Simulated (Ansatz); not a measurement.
Input file:

```yaml
crystal:
  periodic: [false, false, false]
  atoms:
    - {symbol: Ge, position_ang: [0.000000, 0.000000, 6.116958]}
    - {symbol: N, position_ang: [0.000000, 0.000000, -1.643042]}
    - {symbol: H, position_ang: [0.000000, 0.830871, -2.236958]}
    - {symbol: H, position_ang: [0.000000, -0.830871, -2.236958]}
basis:
  gaussian: {orbitals: aug-cc-pVDZ}
magnetization: {spin_polarized: false, initial_magnetization: 3}
correlation: {active_space: {ras: {orbitals: [4, 3, 55], electrons: 11, max_holes: 2, max_particles: 2}, fixed_orbitals: true}}
accuracy: high
```

```sh
$ ansatz run in.yaml --threads 1 --pin off --events-out ev --progress --plain --max-ram 2393MiB
```

Output:

```
1361 factors; integrals over basis functions are off by at most 1.7e-8 eV
mean field evaluation 1: about -57982.5784 eV, gradient 1.7e1 eV
mean field evaluation 2: about -57982.5793 eV, gradient 1.7e1 eV
mean field evaluation 4: about -57983.6207 eV, gradient 1.8e0 eV
mean field evaluation 8: about -57983.6330 eV, gradient 1.1e-3 eV
mean field evaluation 16: about -57983.6337 eV, gradient 1.4e-1 eV
mean field evaluation 32: about -57983.6416 eV, gradient 1.4e-8 eV
mean field evaluation 64: about -57983.6416 eV, gradient 6.3e-3 eV
mean field evaluation 96: about -57983.6409 eV, gradient 8.6e-2 eV
mean field -57983.64157267 eV, -2130.8595250716 hartree, gradient 1.6e-8 eV, S^2 3.750000; 12 other end points of the search recorded, 0 dependent functions left out
reference -57983.64157267 eV, -2130.8595250716 hartree; 22, 19 occupied and 55, 58 virtual orbitals, 1361 factors
state -57989.63146933 eV, -2131.0796497140 hartree
Total energy: -57989.63146933 eV, -2131.0796497140 hartree
```

Natural occupations: 1.9781 1.9665 1.9652 1.9502 0.9924 0.9917 0.9917 0.0247 0.0223 0.0207 0.0125 0.0079 0.0079 0.0077 0.0062 0.0061 0.0050 0.0050 0.0050 0.0049 0.0044 0.0043 0.0038 0.0038.

Ran on 1 thread of Arm Neoverse V1, shared host: 28 s wall, 0.3 GiB peak host memory.
